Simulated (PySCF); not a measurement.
Atoms are numbered as in `[CH3:1]/[CH:2]=[P:3]\[P:4]([CH3:5])[CH3:6]`; H(Xn) means a hydrogen on atom n.

PySCF calculation with σ from GIAO-PBE0/pcSseg-1 and GFN2-xTB geometry; rapidly exchanging positions averaged, single conformer, non-relativistic, no solvent.

Task: Predict the 2D correlation tables (HSQC, COSY, HMBC).

Result: 

HSQC (one-bond C–H):
```csv
δH,δC
9.19 (H(C2)),210.5 (C2)
2.71 (H(C1)),28.8 (C1)
1.17 (H(C5)/H(C6)),14.8 (C5/C6)
```

COSY cross peaks (H two or three bonds apart, from the bond graph; peaks can be absent where the dihedral angle is near 90°):
```csv
δH,δH
9.19 (H(C2)),2.71 (H(C1))
```

HMBC (two and three bonds, from the bond graph):
```csv
δH,δC
9.19 (H(C2)),28.8 (C1)
2.71 (H(C1)),210.5 (C2)
1.17 (H(C5)/H(C6)),14.8 (C5/C6)
```

Chemical shifts δ = σref − σ; $^{1}$H and $^{13}$C against TMS, all at this level.

Shifts are as computed. Against solution values, carbons near 30 ppm lie about +3 ppm off and those near 130 ppm about +5 ppm. Of 1211 compounds with measured shifts, 218 miss one by over three times the rms of a fit or turn the order of signals round; such compounds aren't used in these exercises.
